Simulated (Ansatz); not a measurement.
# AlH5OSi: the cost of one run

All numbers below are computed with Ansatz 0.2.0 (RKS B3LYP/6-31G).

## Step 1: The structure to begin with

Bond lengths: Al1–H2 1.560 Å, Al1–O3 1.780 Å, O3–Si4 1.680 Å, Si4–H5 1.460 Å, Si4–H6 1.460 Å, Si4–H7 1.460 Å, Al1–H8 1.560 Å. Angles: H2–Al1–O3 120.0°, H2–Al1–H8 120.0°, O3–Al1–H8 120.0°, Al1–O3–Si4 125.0°, O3–Si4–H5 109.5°, O3–Si4–H6 109.5°, O3–Si4–H7 109.5°, H5–Si4–H6 109.4°, H5–Si4–H7 109.4°, H6–Si4–H7 109.4°.

Coordinates:

```xyz
8

Al    0.0000    0.0000    0.0000
H     0.0000    0.0000    1.5600
O     1.5415    0.0000   -0.8900
Si    2.3874   -1.3760   -1.3520
H     1.4599   -2.3514   -1.9176
H     3.3882   -1.0195   -2.3535
H     3.0504   -1.9546   -0.1870
H    -1.3510    0.0000   -0.7800
```

## Step 2: Relaxing the start

input.yaml

```yaml
crystal:
  periodic: [false, false, false]
  atoms:
    - { symbol: Al, position_ang: [0.0, 0.0, 0.0] }
    - { symbol: H, position_ang: [0.0, 0.0, 1.56] }
    - { symbol: O, position_ang: [1.5415, 0.0, -0.89] }
    - { symbol: Si, position_ang: [2.3874, -1.376, -1.352] }
    - { symbol: H, position_ang: [1.4599, -2.3514, -1.9176] }
    - { symbol: H, position_ang: [3.3882, -1.0195, -2.3535] }
    - { symbol: H, position_ang: [3.0504, -1.9546, -0.187] }
    - { symbol: H, position_ang: [-1.351, 0.0, -0.78] }
basis:
  gaussian: { orbitals: "6-31G" }
hamiltonian:
  xc: b3lyp
relax:
  f_tol: 0.02
  max_steps: 40
output:
  orbitals: {}
```

On the command line:

```sh
ansatz run input.yaml --threads 1 --pin off --max-ram 2048MiB --backend cpu --events-out ev --progress --plain --runs-dir out
```

Q: Estimate wall time and peak memory on 1 thread of Arm Neoverse V2, shared host.

About 18 s, with a peak of 0.12 GiB.
